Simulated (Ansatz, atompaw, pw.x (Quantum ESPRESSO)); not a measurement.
## From atom to crystal: PAW (atompaw) potential for Mg

atompaw 4.2.0.5 input, output lines left out:

```
Mg 12
GGA-PBESOL scalarrelativistic loggrid 1500 logderivrange -2 5 176
3 3 0 0 0 0
3 1 0
0 0 0
c
c
v
c
v
2
3.08 3.08 2.52 2.98
y
4.65
n
y
1.85
n
y
0.25
n
bloechl besselshape
3 -0.5 troulliermartins
```

Atomic tests: cutoffs needed: 6 Ry and 6 Ry (the cutoffs (Ry, on a coarse ladder) from which the occupation-weighted sum of valence levels, in a spherical-Bessel basis at the reference potential, stays within 10 and 1 mRy of its value at 400 Ry); ghost test: no extra level below or beside the all-electron valence levels (s, p, d, f tested) (spherical-Bessel basis up to 400 Ry, 20 bohr box); lowest eigenvalue of the overlap operator: 0.50 (s channel).

Crystal test: fcc Mg in pw.x 7.5, no spin, 13³ k-points, Fermi–Dirac smearing 0.01 Ry, cutoffs 40/400 Ry. The reference is all-electron LAPW (Ansatz 0.2.0) with the same functional, mesh and smearing; V0 and B0 come from Birch–Murnaghan fits to the pressures at five volumes. Errors are pseudo minus all-electron; Δ is the rms difference of the E(V) curves that follow from these fits, minima aligned, over ±6 % about the mean V0. Mesh and smearing are coarse, so the numbers serve the comparison and aren't converged zero-temperature values; the lattice is a test structure that the element need not adopt.

All-electron: a0 = 4.495 Å (V0 = 22.71 Å³/atom), B0 = 36.4 GPa.

Problem. How far does the potential miss the all-electron equation of state?

Solution. mean pressure error (GPa): +0.13; a0 (Å): 4.500; a0 error (%): +0.11; B0 error (%): +0.7; Δ (meV/atom): 0.6.

```json
{"V (Å³/atom)": "21.593", "P all-electron (GPa)": "2.02", "P pseudo (GPa)": "2.19"}
{"V (Å³/atom)": "22.161", "P all-electron (GPa)": "0.93", "P pseudo (GPa)": "1.07"}
{"V (Å³/atom)": "22.729", "P all-electron (GPa)": "-0.03", "P pseudo (GPa)": "0.09"}
{"V (Å³/atom)": "23.297", "P all-electron (GPa)": "-0.89", "P pseudo (GPa)": "-0.78"}
{"V (Å³/atom)": "23.865", "P all-electron (GPa)": "-1.64", "P pseudo (GPa)": "-1.55"}
```

Problem. At the middle volume, how do free energy and pressure move when the wave cutoff is lowered (ecutrho held at 400 Ry)?

Solution.

```csv
cutoff (Ry),shift of F (meV/atom),shift of P (GPa)
18,+1.9,-0.02
24,+0.3,-0.01
32,+0.0,+0.00
```

The run at the middle volume (84 k-points, 6 iterations) took about 8.4 s on one core of a shared host (Intel(R) Xeon(R) Platinum 8259CL CPU @ 2.50GHz, 96 threads, 755 GiB, load 47).
